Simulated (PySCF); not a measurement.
Molecule: `FP(F)F`, F₃P.

Geometry (Å), atoms numbered from 1 in this order:
```xyz
4

F    -0.837   -1.055   -0.220
P     0.002    0.001    0.637
F     1.337   -0.198   -0.219
F    -0.492    1.256   -0.220
```

Frames of a GFN2-xTB Langevin trajectory at 300 K; GIAO PBE0/pcSseg-1 shieldings in PySCF 2.14.0 with density-fitted response routines, gas phase, non-relativistic; equivalent atoms averaged within each frame.

Shifts are taken against calculated references (same method and geometry level): $^{19}$F (σ = 170.95 ppm) vs CFCl3; H3PO4 for $^{31}$P (σ = 318.38 ppm). The references are static minima.

Task: How do the shifts (ppm) fluctuate along the trajectory?

Result: 
| time (fs) | F1/F3/F4 | P2 |
| --- | --- | --- |
| optimised geometry | -27.5 | 142.9 |
| 250 | -1.4 | 159.6 |
| 425 | -13.9 | 152.7 |
| 625 | -25.4 | 142.2 |
| 800 | -29.9 | 140.3 |
| 1000 | -30.4 | 140.7 |
| mean of frames | -20.2 | 147.1 |
| standard deviation | 12.4 | 8.6 |

5 frames give an uncertainty of the mean of about the standard deviation over 2.2 at best, since frames this close in time may not be independent; classical motion lacks zero-point vibration, and the reference would need the same averaging.
